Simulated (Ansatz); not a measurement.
# CH₂OSi: one structure at several levels

The atoms stand at a structure displaced at random from a GFN2-xTB minimum. How far do the functionals agree with CCSD(T) there?

Computed with Ansatz 0.2.0, Gaussian basis. Level: single points in def2-TZVPP.

Correlated methods freeze the cores.

**1. Where the work starts**

SMILES `C1=[SiH]O1`, 5 atoms, charge 0, spin multiplicity 1.

Atoms are counted from 1 here; the program's logs count them from 0.

Bond lengths: C1–Si2 1.828 Å, C1–H4 1.071 Å, Si2–O3 1.591 Å, Si2–H5 1.531 Å. Angles: Si2–C1–H4 111.2°, C1–Si2–O3 56.3°, C1–Si2–H5 175.5°, O3–Si2–H5 122.7°.

Coordinates:

```xyz
5
CH2OSi
C    -0.61970   -0.70810    0.75880
Si    0.36210    0.65430    0.03610
O     0.62630   -0.88450   -0.27140
H    -1.49710   -0.90340    0.17670
H     1.11980    1.78140   -0.67020
```

**2. CCSD(T)/def2-TZVPP**

The input, run/in.yaml:

```yaml
crystal:
  periodic: [false, false, false]
  atoms:
    - {symbol: C, position_ang: [-0.619700, -0.708100, 0.758800]}
    - {symbol: Si, position_ang: [0.362100, 0.654300, 0.036100]}
    - {symbol: O, position_ang: [0.626300, -0.884500, -0.271400]}
    - {symbol: H, position_ang: [-1.497100, -0.903400, 0.176700]}
    - {symbol: H, position_ang: [1.119800, 1.781400, -0.670200]}
basis:
  gaussian: {orbitals: def2-TZVPP}
correlation: {method: ccsd_t}
output: {forces: true}
```

No record of the launch command was kept for these runs.

**3. PBE0-D4/def2-TZVPP**

run/in.yaml: that of step 2 with these lines changed.

```diff
@@ -10,3 +10,3 @@
   gaussian: {orbitals: def2-TZVPP}
-correlation: {method: ccsd_t}
-output: {forces: true}
+hamiltonian: {xc: pbe0, dispersion: d4}
+output: {forces: true, orbitals: {seedname: orbitals}}
```

**4. wB97M-V/def2-TZVPP**

run/in.yaml: that of step 3 with these lines changed.

```diff
@@ -10,3 +10,3 @@
   gaussian: {orbitals: def2-TZVPP}
-hamiltonian: {xc: pbe0, dispersion: d4}
-output: {forces: true, orbitals: {seedname: orbitals}}
+hamiltonian: {xc: {name: wB97M-V}}
+output: {forces: true}
```

**5. r2SCAN-D4/def2-TZVPP**

run/in.yaml: that of step 4 with these lines changed.

```diff
@@ -10,3 +10,3 @@
   gaussian: {orbitals: def2-TZVPP}
-hamiltonian: {xc: {name: wB97M-V}}
+hamiltonian: {xc: r2scan, dispersion: d4}
 output: {forces: true}
```

**6. PBE-D4/def2-TZVPP**

run/in.yaml: that of step 5 with these lines changed.

```diff
@@ -10,3 +10,3 @@
   gaussian: {orbitals: def2-TZVPP}
-hamiltonian: {xc: r2scan, dispersion: d4}
+hamiltonian: {xc: pbe, dispersion: d4}
 output: {forces: true}
```

**7. B97M-V/def2-TZVPP**

run/in.yaml: that of step 6 with these lines changed.

```diff
@@ -10,3 +10,3 @@
   gaussian: {orbitals: def2-TZVPP}
-hamiltonian: {xc: pbe, dispersion: d4}
+hamiltonian: {xc: {name: B97M-V}}
 output: {forces: true}
```

**8. r2SCANh-D4/def2-TZVPP**

run/in.yaml: that of step 7 with these lines changed.

```diff
@@ -10,3 +10,3 @@
   gaussian: {orbitals: def2-TZVPP}
-hamiltonian: {xc: {name: B97M-V}}
+hamiltonian: {xc: {name: r2SCANh}, dispersion: d4}
 output: {forces: true}
```

(Steps that only read results are left out.)

**Question.** What will these runs give? Wanted: energy less free atoms, CCSD(T)/def2-TZVPP; RMS force component; RMS force error; HOMO and LUMO, PBE0-D4; T1 diagnostic.

**Answer**, as computed:

| quantity | value |
| --- | --- |
| energy less free atoms, CCSD(T)/def2-TZVPP | -1471.7 kJ/mol |
| RMS force component | 0.626 to 0.901 eV/Å over the methods |
| RMS force error | PBE0-D4 0.301, wB97M-V 0.266, r2SCAN-D4 0.204, PBE-D4 0.250, B97M-V 0.301, r2SCANh-D4 0.270 eV/Å |
| HOMO and LUMO, PBE0-D4 | -5.80 and -2.72 eV |
| T1 diagnostic | 0.028 |

**Reading.** Against CCSD(T) the functionals' energies less atoms differ by -136.2 to -42.9 kJ/mol, PBE-D4 by -136.2 kJ/mol. A larger basis would deepen the CCSD(T) value, while the functionals are nearly converged already, so the order here is not reliable. The forces of r2SCAN-D4 come nearest to CCSD(T), those of PBE0-D4 are farthest. Frozen-core CCSD(T) forces in triple zeta carry basis errors of their own, and this is one geometry, so small gaps rank nothing. The T1 diagnostic is large here, over the usual mark for main-group molecules (transition-metal compounds often pass it harmlessly), so CCSD(T) itself may be off. The restricted Hartree–Fock reference is unstable towards an unrestricted one at one or more of these structures.
